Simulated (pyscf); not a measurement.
## Routes from H₂Si=S

Candidate steps break at most two bonds and form at most two. Each was searched with GFN2-xTB (tblite) first. Structures and frequencies: ωB97X-D3(BJ)/def2-SVP in PySCF. Energies: ωB97M-D3(BJ)/def2-TZVP, eV, from the reactant's lowest minimum found, singlet surface; ΔG‡ with ideal gas, 1 atm, RRHO with modes under 100 cm⁻¹ raised to 100, one conformer, R ln 2 for chiral ones without a mode under 150 cm⁻¹.

```json
[
 {"products": ":HSi–SH [singlet]", "type": "hydrogen shift", "ΔE‡": "2.47", "ΔE": "+0.40", "ΔG‡ 298 K": "2.32", "ΔG‡ 900 K": "2.24", "ν‡ (cm⁻¹)": "1463i"},
 {"products": ":Si=S [singlet] + H₂", "type": "1,1-elimination", "ΔE‡": "3.25", "ΔE": "+0.41", "ΔG‡ 298 K": "3.10", "ΔG‡ 900 K": "3.06", "ν‡ (cm⁻¹)": "1735i"}
]
```

Plain bond fissions and candidates not yet searched are not listed, and one of them may be faster. Each barrier is that of the saddle found; lower ones may exist. A restricted solution here is unstable towards spin polarisation, so biradical character is likely and single-reference numbers are less safe.
